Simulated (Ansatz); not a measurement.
Rock-salt NaCl: LDA at its full settings (plane-wave cutoff 520 eV, 10×10×10 k mesh, Fermi–Dirac smearing 0.01 eV, scalar-relativistic PAW data made under PBE) and at cheaper ones, in a cell of 2 atoms with Γ-centred meshes.

```
level and setting            lattice constant a (Å)  bulk modulus (GPa)
---------------------------  ----------------------  ------------------
LDA (Ansatz)                                  5.464                32.1
LDA (2×2×2 k mesh) (Ansatz)                   5.620                27.0
LDA (4×4×4 k mesh) (Ansatz)                   5.466                32.0
```

Largest shifts from the full settings: lattice constant a +2.86 % (LDA (2×2×2 k mesh)), against a difference of -1.89 % of the full result from the reference 5.569 Å (measured, static lattice: zero-point anharmonic expansion removed; as tabulated in Mejia-Rodriguez and Trickey (2018), arXiv:1807.09216); bulk modulus -15.9 % (LDA (2×2×2 k mesh)), against a difference of +16.3 % of the full result from the reference 27.6 GPa (measured, 0 K value with the zero-point phonon effect removed; as tabulated in Mejia-Rodriguez and Trickey (2018), arXiv:1807.09216).

Ansatz's density-functional and Hartree–Fock values are scalar-relativistic unless marked +SOC, with PAW data made under PBE.

Run with cheap settings on purpose, which may leave them unconverged: LDA (2×2×2 k mesh), LDA (4×4×4 k mesh).

Ansatz is an electronic-structure program.
